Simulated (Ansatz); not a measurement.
Basis sets compared for [Al(OMe)H3]- (CH6AlO⁻). The state is a singlet with charge -1. Geometry r2SCAN-D4/def2-TZVPD. Ansatz on 4 threads of Arm Neoverse V1 on a shared host; times are rough, and most runs start from earlier orbitals.

```csv
atom,x (Å),y (Å),z (Å)
Al1,1.333,-0.259,0.200
O2,-0.017,0.852,-0.155
C3,-1.320,0.392,-0.224
H4,-1.641,-0.136,0.696
H5,-1.485,-0.316,-1.061
H6,-2.024,1.230,-0.372
H7,2.701,0.635,0.230
H8,1.400,-1.418,-0.968
H9,1.052,-0.981,1.654
```

| level | functions | energy (Eh) | HOMO (eV) | LUMO (eV) | wall time |
| --- | --- | --- | --- | --- | --- |
| PBE-D4/def2-SVPD | 115 | -358.9921 | -0.69 | 3.65 | 0.85 s |
| PBE0-D4/def2-SVPD | 115 | -359.0271 | -2.01 | 4.14 | 0.9 s |

Problem. Estimate the rows for PBE-D4/def2-TZVPD (with forces), PBE0-D4/def2-TZVPD.

Solution. 
| level | functions | energy (Eh) | HOMO (eV) | LUMO (eV) | wall time |
| --- | --- | --- | --- | --- | --- |
| PBE-D4/def2-TZVPD (with forces) | 174 | -359.2061 | -0.74 | 3.30 | 1.6 s |
| PBE0-D4/def2-TZVPD | 174 | -359.2386 | -2.05 | 3.81 | 1.6 s |
